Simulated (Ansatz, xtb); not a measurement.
# Relative energy of two isomers of BFH4Si

We compare X, `FB[SiH3]`, a singlet, with Y, `B[SiH2]F`, a singlet. Both are isolated molecules in the gas phase, relaxed with B3LYP/6-31G*; the shapes shown needn't be the lowest conformers.

X (Å):

```yaml
atoms:
  - { symbol: B, position_ang: [-1.4953, 0.6674, 0.9702] }
  - { symbol: F, position_ang: [-2.0808, 1.8519, 1.0940] }
  - { symbol: Si, position_ang: [-0.8184, 0.0251, -0.8455] }
  - { symbol: H, position_ang: [-1.3896, 0.0151, 1.9736] }
  - { symbol: H, position_ang: [-1.0936, 0.9786, -1.9557] }
  - { symbol: H, position_ang: [0.6545, -0.2014, -0.7705] }
  - { symbol: H, position_ang: [-1.4481, -1.2857, -1.1780] }
```

Y (Å):

```json
{"atom": "B", "x (Å)": "-1.6148", "y (Å)": "1.3452", "z (Å)": "-0.3388"}
{"atom": "F", "x (Å)": "-0.2562", "y (Å)": "-0.6076", "z (Å)": "1.5693"}
{"atom": "Si", "x (Å)": "-0.7497", "y (Å)": "-0.4306", "z (Å)": "0.0328"}
{"atom": "H", "x (Å)": "-2.0134", "y (Å)": "1.5597", "z (Å)": "-1.4470"}
{"atom": "H", "x (Å)": "-1.7590", "y (Å)": "2.2082", "z (Å)": "0.4740"}
{"atom": "H", "x (Å)": "0.4389", "y (Å)": "-0.5987", "z (Å)": "-0.8548"}
{"atom": "H", "x (Å)": "-1.7146", "y (Å)": "-1.5286", "z (Å)": "-0.2702"}
```

Problem. Estimate E(Y) − E(X) at the level CCSD(T)/def2-TZVPP.

Solution. Calculated at CCSD(T)/def2-TZVPP: E(Y) − E(X) = +4.1 kcal/mol, so structure X lies lower.

How the difference moves with the method:

```json
{"level": "GFN2-xTB", "geometry": "GFN2-xTB", "E(Y) − E(X) (kcal/mol)": "−8.3", "departure from the last row (kcal/mol)": "−12.4", "job, with rough time for the two": "optimisation, 1.6 s"}
{"level": "HF/STO-3G", "geometry": "GFN2-xTB", "E(Y) − E(X) (kcal/mol)": "+37.0", "departure from the last row (kcal/mol)": "+32.8", "job, with rough time for the two": "single point, 1.9 s"}
{"level": "r2SCAN-D4/def2-SVP", "geometry": "GFN2-xTB", "E(Y) − E(X) (kcal/mol)": "+13.0", "departure from the last row (kcal/mol)": "+8.9", "job, with rough time for the two": "single point, 11 s"}
{"level": "B3LYP/6-31G*", "geometry": "B3LYP/6-31G*", "E(Y) − E(X) (kcal/mol)": "+7.2", "departure from the last row (kcal/mol)": "+3.1", "job, with rough time for the two": "optimisation, 99 s"}
{"level": "HF/def2-TZVPP", "geometry": "B3LYP/6-31G*", "E(Y) − E(X) (kcal/mol)": "+1.5", "departure from the last row (kcal/mol)": "−2.6", "job, with rough time for the two": "part of the CCSD(T) run"}
{"level": "MP2/def2-TZVPP", "geometry": "B3LYP/6-31G*", "E(Y) − E(X) (kcal/mol)": "+3.2", "departure from the last row (kcal/mol)": "−0.9", "job, with rough time for the two": "part of the CCSD(T) run"}
{"level": "CCSD(T)/def2-TZVPP", "geometry": "B3LYP/6-31G*", "E(Y) − E(X) (kcal/mol)": "+4.1", "departure from the last row (kcal/mol)": "", "job, with rough time for the two": "single point, 1.8 min"}
```

As drawn, Y has 1 F–Si, 1 B–H in place of 1 B–F, 1 Si–H.

GFN2-xTB puts the two in the other order. The largest departure from CCSD(T)/def2-TZVPP is that of HF/STO-3G, 32.8 kcal/mol.

With harmonic frequencies from B3LYP/6-31G* (ideal gas, rigid rotor, one conformer each, 298.15 K, 1 atm): on the last row, ΔE + ΔZPE = +4.3 kcal/mol. A mode under 50 cm⁻¹ makes harmonic enthalpies and free energies unreliable, so none is given.

The correlated steps freeze 7 core orbitals. Run with Ansatz 0.2.0, xtb 6.7.1; the last row on 1 thread of Intel(R) Xeon(R) Processor @ 2.50GHz (Skylake/Cascade Lake) on a shared host.
